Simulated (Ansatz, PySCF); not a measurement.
Bond stretch in disilane, SMILES [SiH3][SiH3] (H6Si2), singlet. The Si1–H8 bond (Si1 also carries H, H, Si; H8 carries nothing else) is pulled apart rigidly from the PBE0/def2-TZVP optimised geometry.

- UMP2/3-21G = unrestricted MP2 (frozen core)/3-21G (PySCF)
- UHF/3-21G = PySCF with unrestricted Hartree-Fock/3-21G
- UKS-B3LYP/6-31G* = PySCF with unrestricted B3LYP/6-31G*, spherical d
- UCCSD(T) = CCSD(T) on UHF/cc-pVDZ, frozen core run with Ansatz (a program for electronic structure)

Energies relative to the lowest point of each curve near equilibrium, in kcal/mol; the last columns give the difference from UCCSD(T):

```json
[
 {"R / Å": "1.23", "UMP2/3-21G": "22.8", "UHF/3-21G": "21.5", "UKS-B3LYP/6-31G*": "21.1", "UCCSD(T)": "21.4", "UMP2/3-21G − UCCSD(T)": "1.4", "UHF/3-21G − UCCSD(T)": "0.1", "UKS-B3LYP/6-31G* − UCCSD(T)": "-0.3"},
 {"R / Å": "1.30", "UMP2/3-21G": "11.1", "UHF/3-21G": "10.2", "UKS-B3LYP/6-31G*": "10.0", "UCCSD(T)": "10.3", "UMP2/3-21G − UCCSD(T)": "0.8", "UHF/3-21G − UCCSD(T)": "-0.1", "UKS-B3LYP/6-31G* − UCCSD(T)": "-0.4"},
 {"R / Å": "1.41", "UMP2/3-21G": "1.9", "UHF/3-21G": "1.5", "UKS-B3LYP/6-31G*": "1.5", "UCCSD(T)": "1.6", "UMP2/3-21G − UCCSD(T)": "0.2", "UHF/3-21G − UCCSD(T)": "-0.2", "UKS-B3LYP/6-31G* − UCCSD(T)": "-0.2"},
 {"R / Å": "1.45", "UMP2/3-21G": "0.5", "UHF/3-21G": "0.3", "UKS-B3LYP/6-31G*": "0.3", "UCCSD(T)": "0.4", "UMP2/3-21G − UCCSD(T)": "0.1", "UHF/3-21G − UCCSD(T)": "-0.1", "UKS-B3LYP/6-31G* − UCCSD(T)": "-0.1"},
 {"R / Å": "1.49", "UMP2/3-21G": "0.0", "UHF/3-21G": "0.0", "UKS-B3LYP/6-31G*": "0.0", "UCCSD(T)": "0.0", "UMP2/3-21G − UCCSD(T)": "0.0", "UHF/3-21G − UCCSD(T)": "0.0", "UKS-B3LYP/6-31G* − UCCSD(T)": "0.0"},
 {"R / Å": "1.53", "UMP2/3-21G": "0.1", "UHF/3-21G": "0.3", "UKS-B3LYP/6-31G*": "0.3", "UCCSD(T)": "0.2", "UMP2/3-21G − UCCSD(T)": "-0.1", "UHF/3-21G − UCCSD(T)": "0.1", "UKS-B3LYP/6-31G* − UCCSD(T)": "0.1"},
 {"R / Å": "1.59", "UMP2/3-21G": "1.4", "UHF/3-21G": "1.9", "UKS-B3LYP/6-31G*": "1.8", "UCCSD(T)": "1.6", "UMP2/3-21G − UCCSD(T)": "-0.3", "UHF/3-21G − UCCSD(T)": "0.3", "UKS-B3LYP/6-31G* − UCCSD(T)": "0.2"},
 {"R / Å": "1.67", "UMP2/3-21G": "4.5", "UHF/3-21G": "5.4", "UKS-B3LYP/6-31G*": "5.2", "UCCSD(T)": "5.0", "UMP2/3-21G − UCCSD(T)": "-0.5", "UHF/3-21G − UCCSD(T)": "0.5", "UKS-B3LYP/6-31G* − UCCSD(T)": "0.3"},
 {"R / Å": "1.78", "UMP2/3-21G": "10.5", "UHF/3-21G": "12.1", "UKS-B3LYP/6-31G*": "11.7", "UCCSD(T)": "11.3", "UMP2/3-21G − UCCSD(T)": "-0.9", "UHF/3-21G − UCCSD(T)": "0.8", "UKS-B3LYP/6-31G* − UCCSD(T)": "0.3"},
 {"R / Å": "1.97", "UMP2/3-21G": "23.4", "UHF/3-21G": "26.3", "UKS-B3LYP/6-31G*": "25.1", "UCCSD(T)": "24.7", "UMP2/3-21G − UCCSD(T)": "-1.3", "UHF/3-21G − UCCSD(T)": "1.6", "UKS-B3LYP/6-31G* − UCCSD(T)": "0.4"},
 {"R / Å": "2.18", "UMP2/3-21G": "42.1", "UHF/3-21G": "42.8", "UKS-B3LYP/6-31G*": "40.7", "UCCSD(T)": "39.9", "UMP2/3-21G − UCCSD(T)": "2.2", "UHF/3-21G − UCCSD(T)": "2.8", "UKS-B3LYP/6-31G* − UCCSD(T)": "0.8"},
 {"R / Å": "2.46", "UMP2/3-21G": "60.9", "UHF/3-21G": "55.7", "UKS-B3LYP/6-31G*": "60.0", "UCCSD(T)": "58.1", "UMP2/3-21G − UCCSD(T)": "2.8", "UHF/3-21G − UCCSD(T)": "-2.5", "UKS-B3LYP/6-31G* − UCCSD(T)": "1.8"},
 {"R / Å": "2.74", "UMP2/3-21G": "69.0", "UHF/3-21G": "61.7", "UKS-B3LYP/6-31G*": "74.8", "UCCSD(T)": "72.0", "UMP2/3-21G − UCCSD(T)": "-3.0", "UHF/3-21G − UCCSD(T)": "-10.3", "UKS-B3LYP/6-31G* − UCCSD(T)": "2.8"},
 {"R / Å": "3.14", "UMP2/3-21G": "73.5", "UHF/3-21G": "65.2", "UKS-B3LYP/6-31G*": "85.2", "UCCSD(T)": "83.7", "UMP2/3-21G − UCCSD(T)": "-10.1", "UHF/3-21G − UCCSD(T)": "-18.5", "UKS-B3LYP/6-31G* − UCCSD(T)": "1.5"},
 {"R / Å": "3.64", "UMP2/3-21G": "75.3", "UHF/3-21G": "66.6", "UKS-B3LYP/6-31G*": "89.9", "UCCSD(T)": "87.7", "UMP2/3-21G − UCCSD(T)": "-12.4", "UHF/3-21G − UCCSD(T)": "-21.1", "UKS-B3LYP/6-31G* − UCCSD(T)": "2.2"},
 {"R / Å": "4.30", "UMP2/3-21G": "75.9", "UHF/3-21G": "67.1", "UKS-B3LYP/6-31G*": "91.5", "UCCSD(T)": "88.5", "UMP2/3-21G − UCCSD(T)": "-12.6", "UHF/3-21G − UCCSD(T)": "-21.4", "UKS-B3LYP/6-31G* − UCCSD(T)": "3.0"}
]
```

UMP2/3-21G is furthest from UCCSD(T) at 4.30 (-12.6 kcal/mol, below); its mean absolute difference over the points is 3.0 kcal/mol.

UHF/3-21G is furthest from UCCSD(T) at 4.30 (-21.4 kcal/mol, below); its mean absolute difference over the points is 5.0 kcal/mol.

UKS-B3LYP/6-31G* is furthest from UCCSD(T) at 4.30 (3.0 kcal/mol, above); its mean absolute difference over the points is 0.9 kcal/mol.

The unrestricted determinant behind UMP2/3-21G, UHF/3-21G, UCCSD(T) is spin-contaminated at 2.18 to 4.30 Å (<S²> up to 1.0, against 0.00 for a pure singlet). The unrestricted determinant behind UKS-B3LYP/6-31G* is spin-contaminated at 2.74 to 4.30 Å (<S²> up to 1.0, against 0.00 for a pure singlet).
